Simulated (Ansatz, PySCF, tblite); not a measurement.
Dissociation curve of SMILES C#C (C2H2). The C1–C3 bond (C1 also carries H; C3 carries H) is varied alone, starting from the PBE0/def2-TZVP optimised geometry.

- UKS-BLYP = unrestricted BLYP/cc-pVTZ in PySCF
- UHF/cc-pVTZ (PySCF)
- RKS-LDA (SVWN5) = restricted LDA (SVWN5)/cc-pVTZ (PySCF 2.14.0)
- GFN2-xTB, 300 K electronic temperature (tblite)
- RKS-PBE = restricted PBE/cc-pVTZ (Ansatz, an electronic-structure program)

Energies are in mEh, each relative to the lowest point of its own curve near equilibrium.

```
R / Å  UKS-BLYP    UHF  RKS-LDA (SVWN5)  GFN2-xTB  RKS-PBE
-----  --------  -----  ---------------  --------  -------
0.90      333.4  315.2            329.0     348.2    337.6
0.95      208.0  190.9            204.4     213.4    211.2
1.01      106.6   92.0            103.9     105.8    108.8
1.08       37.8   27.6             36.1      34.7     38.9
1.13       12.3    6.1             11.3       9.7     12.8
1.17        2.5    0.0              2.0       1.1      2.7
1.20        0.0    0.6              0.0       0.0      0.0
1.22        0.3    3.1              0.6       1.3      0.2
1.26        5.0   12.1              5.9       8.2      4.7
1.31       16.9   26.3             18.6      23.0     16.5
1.38       41.5   48.8             44.4      52.0     41.2
1.49       91.4   86.8             96.3     108.2     91.6
1.61      152.1  128.1            159.3     174.8    153.2
1.78      233.5  180.0            247.9     266.1    240.1
1.96      299.9  220.5            332.2     350.5    322.8
2.16      353.8  246.9            410.8     425.7    399.7
2.37      386.9  260.5                —     446.0        —
2.63      391.0  267.6                —     444.1        —
2.92      388.2  270.4                —     445.4        —
3.20          —  271.3                —     446.3        —
3.59          —  271.6                —     446.4        —
4.19          —  271.7                —     446.2        —
```

At the longest distance, 4.19 Å, GFN2-xTB lies highest above its minimum (446.2 mEh) and UHF lowest (271.7 mEh).

Dashes: no converged value, or the column stops at the first point that the program doubted or that broke a chosen test of continuity, which isn't proof of a fault.

The unrestricted solution behind UKS-BLYP changes between 1.78 and 1.96 Å and between 1.96 and 2.16 Å, which can leave a kink. The unrestricted determinant behind UKS-BLYP is spin-contaminated at 1.78 to 4.19 Å (<S²> up to 1.9, against 0.00 for a pure singlet). The unrestricted solution behind UHF changes between 1.38 and 1.49 Å, which can leave a kink. The unrestricted determinant behind UHF is spin-contaminated at 1.26 to 4.19 Å (<S²> up to 3.0, against 0.00 for a pure singlet). The restricted form behind RKS-LDA (SVWN5), RKS-PBE keeps the bonding electrons paired and can't separate into open-shell fragments.
